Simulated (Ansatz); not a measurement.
# CH7Si (doublet): the correlation ladder at distance C1–H5 along a hydrogen transfer = 1.328 Å, cc-pVDZ

How much of the correlation energy of CH7Si (doublet) does each wave-function method recover here?

Program: Ansatz 0.2.0, Gaussian basis. Level of theory: cc-pVDZ, core rule «outside noble gas», up to 6 orbitals frozen. These are calculated values, not measurements.

Plan: UHF; CCSD(T) on ROHF; CCSD(T) on UHF; BCCD(T) on ROHF; CISD; CCSDT(Q) on ROHF; CCSDT(Q) on UHF; CASSCF and MRCISD+Q, 3 electrons in 3 orbitals; CASSCF and NEVPT2, 3 electrons in 3 orbitals; CASSCF and MRCISD+Q, 9 electrons in 9 orbitals; CASSCF and NEVPT2, 9 electrons in 9 orbitals.

1 further run of the same task is left out (it didn't finish).

## (1) The geometry

The geometry derives from fragments relaxed apart (PBE0/def2-TZVP) and kept rigid, so it is no stationary point. A hydrogen atom is moved between rigid fragments.

9 atoms, charge 0, spin multiplicity 2.

Atoms are counted from 1 here; the program's logs count them from 0.

Bond lengths: C1–H2 1.090 Å, C1–H3 1.090 Å, C1–H4 1.090 Å, C1–H5 1.328 Å, H5–Si6 1.535 Å, Si6–H7 1.486 Å, Si6–H8 1.486 Å, Si6–H9 1.486 Å. Angles: H2–C1–H3 109.5°, H2–C1–H4 109.5°, H2–C1–H5 109.5°, H3–C1–H4 109.5°, H3–C1–H5 109.5°, H4–C1–H5 109.5°, C1–H5–Si6 180.0°, H5–Si6–H7 107.6°, H5–Si6–H8 107.6°, H5–Si6–H9 107.6°, H7–Si6–H8 111.3°, H7–Si6–H9 111.3°, H8–Si6–H9 111.3°.

Geometry (Å):

```
atom    x (Å)    y (Å)    z (Å)
  C1  -1.9229   0.0000   0.0000
  H2  -2.2861   1.0273   0.0000
  H3  -2.2861  -0.5137   0.8897
  H4  -2.2861  -0.5137  -0.8897
  H5  -0.5949   0.0000   0.0000
 Si6   0.9401   0.0000   0.0000
  H7   1.3901  -1.4163   0.0000
  H8   1.3901   0.7081  -1.2265
  H9   1.3901   0.7081   1.2265
```

## (2) UHF

Input file in.yaml:

```yaml
crystal:
  periodic: [false, false, false]
  atoms:
    - {symbol: C, position_ang: [-1.922873, 0.000000, 0.000000]}
    - {symbol: H, position_ang: [-2.286079, 1.027301, 0.000000]}
    - {symbol: H, position_ang: [-2.286079, -0.513650, 0.889668]}
    - {symbol: H, position_ang: [-2.286079, -0.513650, -0.889669]}
    - {symbol: H, position_ang: [-0.594873, 0.000000, 0.000000]}
    - {symbol: Si, position_ang: [0.940127, 0.000000, 0.000000]}
    - {symbol: H, position_ang: [1.390100, -1.416253, 0.000000]}
    - {symbol: H, position_ang: [1.390101, 0.708127, -1.226511]}
    - {symbol: H, position_ang: [1.390100, 0.708127, 1.226511]}
basis:
  gaussian: {orbitals: cc-pVDZ}
magnetization: {spin_polarized: true, initial_magnetization: 1}
hamiltonian: {xc: hf}
output: {orbitals: {seedname: orbitals}}
```

On the command line:

```bash
> ansatz run in.yaml --threads 1 --pin off --events-out ev --progress --plain --max-ram 4096MiB --backend cpu
```

After this run come: CCSD(T) on ROHF; CCSD(T) on UHF; BCCD(T) on ROHF; CISD; CCSDT(Q) on ROHF; CCSDT(Q) on UHF; CASSCF and MRCISD+Q, 3 electrons in 3 orbitals; CASSCF and NEVPT2, 3 electrons in 3 orbitals; CASSCF and MRCISD+Q, 9 electrons in 9 orbitals; CASSCF and NEVPT2, 9 electrons in 9 orbitals.

Before running them: what should the planned runs give, taken together? Wanted: UCCSDT(Q) below the RHF energy; RMP2 from UCCSDT(Q); UMP2 from UCCSDT(Q); RCCSD from UCCSDT(Q); RCCSD(T) from UCCSDT(Q); UCCSD(T) from UCCSDT(Q); RCCSDT(Q) from UCCSDT(Q); MRCISD+Q pair from UCCSDT(Q); MRCISD+Q frontier from UCCSDT(Q).

**Answer**, as computed:

| quantity | value |
| --- | --- |
| UCCSDT(Q) below the RHF energy | -9.0846 eV |
| RMP2 from UCCSDT(Q) | +151.7 kJ/mol |
| UMP2 from UCCSDT(Q) | +157.8 kJ/mol |
| RCCSD from UCCSDT(Q) | +23.8 kJ/mol |
| RCCSD(T) from UCCSDT(Q) | +3.8 kJ/mol |
| UCCSD(T) from UCCSDT(Q) | +3.9 kJ/mol |
| RCCSDT(Q) from UCCSDT(Q) | 0.0 kJ/mol |
| MRCISD+Q pair from UCCSDT(Q) | +12.6 kJ/mol |
| MRCISD+Q frontier from UCCSDT(Q) | +5.2 kJ/mol |
| levels within 1 kcal/mol (43 meV) | RCCSD(T), UCCSD(T), BCCD(T), RCCSDT, UCCSDT, RCCSDT(Q) |
| T1 diagnostic | 0.017 |

RCCSD(T) lands +3.8 kJ/mol from the yardstick (0.4 % of the correlation energy). Of the multireference levels listed MRCISD+Q frontier comes nearest in total energy (+5.2 kJ/mol), which doesn't show that its space is the better one. These misses are within one basis, not against nature; the frozen cores of restricted and unrestricted runs differ, which can shift their rows.
